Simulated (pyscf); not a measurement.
PySCF, gas phase, ωB97X-D3(BJ)/def2-SVP geometries.

Task: For the elementary gas-phase step Cl–C•(Cl)–Cl + SiH₄ → Cl–CH(Cl)–Cl + SiH₃• (doublet surface; H–Si broken, C–H formed), what barrier and reaction energy does ωB97M-D3(BJ)/def2-TZVP give, measured from the separated reactants?

Result: ΔE‡ = 45.8 kJ/mol, ΔE = -8.6 kJ/mol. Zero-point energy shifts the barrier by -4.8 kJ/mol. It is a hydrogen abstraction, with an imaginary mode of 1494i cm⁻¹. One saddle was located; it need not be the lowest between these sides. The angle at the transferred H is 180°.
